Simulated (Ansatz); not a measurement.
Abridged output of a molecular run in Ansatz:

```
Functional definition: HF
1798 factors; integrals over basis functions are off by at most 1.1e-3 eV
mean field evaluation 1: about -8321.1810 eV, gradient 3.9e1 eV
mean field evaluation 2: about -8321.5744 eV, gradient 3.9e1 eV
mean field evaluation 4: about -8325.2771 eV, gradient 5.2e0 eV
mean field evaluation 8: about -8325.3436 eV, gradient 2.5e-1 eV
mean field -8325.34382413 eV, -305.9507424160 hartree, gradient 2.0e-6 eV, S^2 0.000000; 0 other end points of the search recorded, 0 dependent functions left out
6 core orbitals not correlated: weight in the atoms' cores, before any rotation towards them, 1.000 or more for the frozen orbitals, at most 0.000 for the correlated occupied ones
reference -8325.34382413 eV, -305.9507424160 hartree; 18, 18 occupied and 274, 274 virtual orbitals, 1798 factors
second order -31.17882596 eV of doubles, -0.00000000 eV of singles
cycle   1  -31.39257214 eV  change   -2.1e-1 eV  update   1.1e-1
cycle   2  -32.12417788 eV  change   -7.3e-1 eV  update   3.1e-2
cycle   3  -32.27722927 eV  change   -1.5e-1 eV  update   1.5e-2
cycle   4  -32.26500306 eV  change    1.2e-2 eV  update   3.3e-3
cycle   5  -32.26484669 eV  change    1.6e-4 eV  update   1.6e-3
cycle   6  -32.26603614 eV  change   -1.2e-3 eV  update   5.3e-4
cycle   7  -32.26578877 eV  change    2.5e-4 eV  update   2.2e-4
cycle   8  -32.26567254 eV  change    1.2e-4 eV  update   7.0e-5
cycle   9  -32.26569226 eV  change   -2.0e-5 eV  update   2.4e-5
perturbative correction -1.28979694 eV, -0.0473991632 hartree
Total energy: -8358.89931333 eV, -307.1838838995 hartree
```

Its atoms:

```xyz
14

C     0.210    0.117    1.247
C     0.418    1.198    0.188
O     0.795    0.589   -1.032
C    -0.263   -0.148   -1.576
O    -1.068   -0.740   -0.596
C    -0.300   -1.130    0.527
H     1.145   -0.110    1.767
H    -0.510    0.462    1.995
H    -0.500    1.784    0.048
H     1.221    1.886    0.454
H     0.203   -0.906   -2.221
H    -0.934    0.491   -2.166
H     0.538   -1.763    0.207
H    -0.955   -1.732    1.157
```

(1) Which basis set was used?
A. def2-TZVPP
B. def2-SVPD
C. def2-QZVPP
D. def2-TZVPPD

(2) Write the keys of the input that set method, charge and spin (a neutral closed shell needs none for the last two).

Results:

(1) A. It gives 298 functions.

(2) 
```yaml
correlation: {method: ccsd_t}
```
